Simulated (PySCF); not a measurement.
# Ethynylaluminium (C₂HAl): geometry, spin-spin couplings

Aim: predict the spin-spin couplings of Ethynylaluminium (C₂HAl) (`C#[C][Al]`).

Programs: PySCF 2.14.0, with density-fitted response routines of our own. Each step states its level of theory. These are calculated values for one molecule in the gas phase, unless marked as measured. Atoms are numbered from 0 throughout.

## Step 1: The starting structure

4 atoms, charge 0, multiplicity 1; geometry from: GFN2-xTB.

Bonds of the start (Å): C0–C1 1.22, C1–Al2 1.97, C0–H3 1.06.

## Step 2: Optimising the geometry at PBE0-D3(BJ)/def2-SVP

Job settings and geometry (Å):

```
{"job": {"xc": "PBE0", "basis": "def2-SVP", "d3": "d3bj", "grid": 1, "kind": "geom"}, "charge": 0, "multiplicity": 1}
C     -0.812800    -0.040000    -0.060430
C      0.375910     0.027730    -0.310590
Al     2.303090     0.119620    -0.702770
H     -1.845730    -0.097810     0.156430
```

The run is started by

```console
$ OMP_NUM_THREADS=1 python probes_run.py task.json out
```

One launch serves the whole session: the jobs run in the order shown.

Standard output:

```text
step   0  E = -318.80328604  max force = 0.017773
step   1  E = -318.80376451  max force = 0.001476
step   2  E = -318.80376833  max force = 0.000119
optimisation converged
```

Run time: 2.5 s. Hardware: 1 thread of Intel Xeon Platinum 8488C, shared host; peak memory 0.25 GiB.

The steps of the relaxation:

```tsv
step	energy from step 0 (eV)	largest force component (eV/Å)
0	0.0000	0.9139
1	-0.0130	0.0759
2	-0.0131	0.0061
```

Close pairs (by a distance rule), those that changed most:

```tsv
bond	before (Å)	after (Å)	change (Å)
C0–H3	1.057	1.077	+0.020
C0–C1	1.217	1.227	+0.010
C1–Al2	1.969	1.973	+0.004
```

The end geometry stands in the next job.

```tsv
at the end point	value
point group (found at 0.08 Å tolerance)	C∞v
rotational constants (GHz, main isotopes)	4.895, 4.895
dipole moment (D)	1.01
```

## Step 3: J couplings: B3LYP/cc-pVTZ

Job settings and geometry (Å):

```
{"job": {"kind": "j", "xc": "B3LYP", "basis": "cc-pVTZ"}, "charge": 0, "multiplicity": 1}
C     -0.813833    -0.039948    -0.060064
C      0.384724     0.027186    -0.312130
Al     2.316002     0.120157    -0.705988
H     -1.866423    -0.097855     0.160823
```

With the program's defaults for keys left out, this is: B3LYP/cc-pVTZ indirect spin-spin coupling, non-relativistic, gas phase.

Standard output:

```text
coarse grid: 4416 points
cycle   1  E = -319.1558336689  dE =  1.559e-01  |g| = 4.424e-01  |ddm| = 4.540e+00
cycle   2  E = -319.0940494548  dE =  6.178e-02  |g| = 6.201e-01  |ddm| = 1.743e+00
cycle   3  E = -319.2075671529  dE = -1.135e-01  |g| = 1.034e-01  |ddm| = 1.047e+00
cycle   4  E = -319.2093742049  dE = -1.807e-03  |g| = 6.023e-02  |ddm| = 1.875e-01
cycle   5  E = -319.2103797510  dE = -1.006e-03  |g| = 3.717e-03  |ddm| = 8.690e-02
cycle   6  E = -319.2103832079  dE = -3.457e-06  |g| = 3.681e-04  |ddm| = 7.678e-03
final grid: 39680 points
cycle   7  E = -319.2139183331  dE = -1.051e-05  |g| = 2.771e-03  |ddm| = 5.120e-02
cycle   8  E = -319.2139163160  dE =  2.017e-06  |g| = 3.690e-03  |ddm| = 1.072e-02
cycle   9  E = -319.2139196678  dE = -3.352e-06  |g| = 1.347e-03  |ddm| = 6.683e-03
cycle  10  E = -319.2139201338  dE = -4.660e-07  |g| = 2.509e-04  |ddm| = 1.783e-03
cycle  11  E = -319.2139201503  dE = -1.648e-08  |g| = 1.657e-05  |ddm| = 4.002e-04
cycle  12  E = -319.2139201503  dE = -4.894e-11  |g| = 2.415e-06  |ddm| = 3.034e-05
converged SCF energy = -319.2139201503

Indirect spin-spin couplings (Hz)
  i      j    bonds     total        FC       PSO       DSO        SD
  0 C    1 C    1    212.190   198.177     4.339     0.018     9.655
  0 C    2 Al   2     -3.426   -16.903     9.466    -0.111     4.122
  0 C    3 H    1    231.163   231.767    -1.327     0.291     0.432
  1 C    2 Al   1    -61.043   -57.700    -3.702     0.059     0.299
  1 C    3 H    2     37.754    33.027     4.954    -1.213     0.986
  2 Al   3 H    3     -0.214    -1.635     1.741    -0.391     0.070
```

It took 3.7 s on 1 thread of Intel Xeon Platinum 8488C, shared host; peak memory 0.38 GiB.

This basis has no tight s functions, so the Fermi-contact terms are rough.

A choice of the couplings up to four bonds, sorted by the number of bonds; isotopes 27Al, 13C, 1H:

```tsv
pair	bonds	J (Hz)	Fermi contact (Hz)
C0–H3	1	231.2	231.8
C0–C1	1	212.2	198.2
C1–Al2	1	-61.0	-57.7
C1–H3	2	37.8	33.0
C0–Al2	2	-3.4	-16.9
```

Quadrupole couplings from the field gradients of the same density:

```tsv
atom	isotope	eQq/h (MHz)	η	measured (MHz)
Al2	27Al	-47.0	0.00	-42.4
```

Measured: gas; W. C. Bailey, Calculation of NQCC in Gaseous State Molecules (compilation of microwave values).

## Step 4: Indirect couplings: B3LYP/6-31G*

Job settings and geometry (Å):

```
{"job": {"kind": "j", "xc": "B3LYP", "basis": "6-31G*"}, "charge": 0, "multiplicity": 1}
C     -0.813833    -0.039948    -0.060064
C      0.384724     0.027186    -0.312130
Al     2.316002     0.120157    -0.705988
H     -1.866423    -0.097855     0.160823
```

With the program's defaults for keys left out, this is: B3LYP/6-31G* indirect spin-spin coupling, non-relativistic, gas phase.

Standard output:

```text
coarse grid: 4416 points
cycle   1  E = -319.1343162821  dE =  1.688e-01  |g| = 4.145e-01  |ddm| = 2.179e+00
cycle   2  E = -319.0798331101  dE =  5.448e-02  |g| = 5.707e-01  |ddm| = 1.198e+00
cycle   3  E = -319.1853194463  dE = -1.055e-01  |g| = 8.355e-02  |ddm| = 6.648e-01
cycle   4  E = -319.1861815140  dE = -8.621e-04  |g| = 5.901e-02  |ddm| = 1.014e-01
cycle   5  E = -319.1872062407  dE = -1.025e-03  |g| = 3.619e-03  |ddm| = 6.152e-02
cycle   6  E = -319.1872118039  dE = -5.563e-06  |g| = 3.624e-04  |ddm| = 6.451e-03
final grid: 39680 points
cycle   7  E = -319.1553964484  dE = -2.672e-06  |g| = 2.616e-03  |ddm| = 1.547e-02
cycle   8  E = -319.1553931446  dE =  3.304e-06  |g| = 4.222e-03  |ddm| = 6.392e-03
cycle   9  E = -319.1553982013  dE = -5.057e-06  |g| = 1.335e-03  |ddm| = 4.317e-03
cycle  10  E = -319.1553986939  dE = -4.927e-07  |g| = 7.096e-05  |ddm| = 1.106e-03
cycle  11  E = -319.1553986954  dE = -1.436e-09  |g| = 1.334e-05  |ddm| = 1.054e-04
cycle  12  E = -319.1553986954  dE = -5.764e-11  |g| = 8.614e-07  |ddm| = 2.006e-05
converged SCF energy = -319.1553986954

Indirect spin-spin couplings (Hz)
  i      j    bonds     total        FC       PSO       DSO        SD
  0 C    1 C    1    115.464   105.026     2.143     0.026     8.269
  0 C    2 Al   2      3.959    -7.561     8.067    -0.112     3.564
  0 C    3 H    1    221.550   222.196    -1.846     0.421     0.780
  1 C    2 Al   1    -55.090   -51.773    -3.402     0.061     0.024
  1 C    3 H    2     20.118    17.800     3.295    -1.192     0.215
  2 Al   3 H    3     -0.656    -1.639     1.331    -0.386     0.039
```

Wall time 1.6 s (1 thread of Intel Xeon Platinum 8488C, shared host); peak memory 0.38 GiB.

The basis is not made for couplings: without tight functions at the nuclei these values are rough.

Key values: J(C0,H3) 221.6 Hz, J(C0,C1) 115.5 Hz, J(C1,Al2) -55.1 Hz.

## Step 5: Side by side: spin-spin couplings

Couplings (Hz), with basis size and wall time:

```tsv
run	C0–H3	C0–C1	C1–Al2	C1–H3	C0–Al2	functions	time
B3LYP/cc-pVTZ	231.2	212.2	-61.0	37.8	-3.4	108	3.7 s
B3LYP/6-31G*	221.6	115.5	-55.1	20.1	4.0	48	1.6 s
```

## Step 6: Summary of results

| quantity | value |
| --- | --- |
| point group | C∞v |
| rotational constants (main isotopes) | 4.89, 4.89 GHz |
| largest coupling of the table (B3LYP/cc-pVTZ) | ¹J(C,H) C0–H3, 231.2 Hz |
| range of J(C0,H3), mean over like pairs | 221.6 to 231.2 Hz |

In words: The optimisation took 2 steps and gained 0.013 eV; among the close pairs (by a distance rule), C0–H3 changed most, from 1.057 to 1.077 Å. Of the pairs tabulated at B3LYP/cc-pVTZ, C0–H3 couples most strongly (231.2 Hz; Fermi contact 231.8 Hz). The coupling C0–H3, as a mean over pairs of its kind, runs from 221.6 Hz (B3LYP/6-31G*) to 231.2 Hz (B3LYP/cc-pVTZ). Couplings from bases without tight functions are rough.
